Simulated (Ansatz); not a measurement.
Species: C2H7N, net charge 0, singlet state. SMILES: CNC
Structure (B3LYP-D3(BJ)/def2-TZVP (Ansatz, a first-principles code) minimum search):
```
N
H 1 1.0122
C 1 1.4533 2 109.85
H 3 1.0907 1 109.81 2 53.61
H 3 1.0928 4 107.72 1 -119.03
H 3 1.1029 4 108.38 5 -115.97
C 1 1.4533 2 109.85 3 -124.94
H 7 1.0907 1 109.81 2 -53.61
H 7 1.0928 8 107.72 1 119.03
H 7 1.1029 8 108.38 9 115.97
```

B3LYP/6-31G* beside other levels, property by property. Set-up: atomisation electronic, to ground-state atoms; UHF or UKS for open shells; 6-311+G** with 5d; LANL2DZ all-electron up to Ne; valence correlation only; spin-orbit terms left out; no dispersion term unless named; non-relativistic; six Cartesian d functions in 6-31G* and its kin unless marked 5d. Basis-set limits of correlation are two-point, X^-3; Hartree-Fock from the larger set. [CCSD(T)-MP2]/basis is that difference in the basis named. First-principles rows: single points at B3LYP-D3(BJ) geometries (Ansatz), with unscaled harmonic terms from B3LYP/6-31G* at its own minima, enthalpies of formation by atomisation with measured atoms.

Measured values: Active Thermochemical Tables 1.112 (ions: stationary electron), as tabulated in the package chemicals; NIST CCCBDB, as tabulated in the package chemicals; they hold spin-orbit and core effects, anharmonicity. Coupled cluster (Ansatz) is a level with limits of its own, used here on species with T1 under 0.025 (0.045 for open shells) and stable references: (a) RI-MP2/CBS(aug-cc-pVTZ,aug-cc-pVQZ)+[CCSD(T)-MP2]/aug-cc-pVTZ; (b) RI-MP2/CBS(cc-pVTZ,cc-pVQZ)+[CCSD(T)-MP2]/cc-pVTZ.

| property | B3LYP/6-31G* (Ansatz) | PBE/6-31G* (Ansatz) | B3LYP/LANL2DZ (Ansatz) | B3LYP/6-311+G** (Ansatz) | to compare with |
|---|---|---|---|---|---|
| proton affinity at N (heteroatom site), enthalpy at 298 K, to C[NH2+]C (kcal/mol) | 224.5 | 223.4 | 228.2 | 221.6 | 222.6 coupled cluster (b) |
| H-N bond dissociation enthalpy at 298 K, to C[N]C + H atom (kcal/mol) | 88.1 | 87.3 | 90.9 | 90.0 | 94.8 coupled cluster (b) |
| atomisation energy (kcal/mol) | 868.3 | 883.6 | 844.2 | 865.4 | 870.1 coupled cluster (a) |
| size of the dipole moment (D) | 1.00 | 0.96 | 1.37 | 1.06 | 1.03 measured |
| C-H bond dissociation enthalpy at 298 K, to [CH2]NC + H atom (kcal/mol) | 91.5 | 89.7 | 87.9 | 88.7 | 93.2 coupled cluster (b) |
| C-N bond dissociation enthalpy at 298 K, to [CH3] (CH3) + C[NH] (CH4N) (kcal/mol) | 77.0 | 82.5 | 73.2 | 73.9 | 81.4 coupled cluster (a) |
| enthalpy of formation at 298 K (kcal/mol) | -1.3 | -16.6 | 22.8 | 1.5 | -3.8 measured |

As the rows show:
- proton affinity at N (heteroatom site), enthalpy at 298 K, to C[NH2+]C: B3LYP/6-31G* lies 1.9 kcal/mol above coupled cluster.
- H-N bond dissociation enthalpy at 298 K, to C[N]C + H atom: B3LYP/6-31G* lies 6.7 kcal/mol below coupled cluster.
- atomisation energy: B3LYP/6-31G* lies 1.8 kcal/mol below coupled cluster.
- size of the dipole moment: B3LYP/6-31G* lies 0.03 D below the measured value.
- C-H bond dissociation enthalpy at 298 K, to [CH2]NC + H atom: B3LYP/6-31G* lies 1.7 kcal/mol below coupled cluster.
- C-N bond dissociation enthalpy at 298 K, to [CH3] (CH3) + C[NH] (CH4N): B3LYP/6-31G* lies 4.4 kcal/mol below coupled cluster.
- enthalpy of formation at 298 K: B3LYP/6-31G* lies 2.5 kcal/mol above the measured value.

The properties are those with a value to compare with, at most eight drawn at random. No case is left out for the size of its miss. Left out are saddle points of the reference geometry, anions that the best level run finds unbound, excited spin states, species near biochemistry, cases with under five habitual levels, runs that failed or whose electronic state is in doubt, and table entries that another table contradicts.
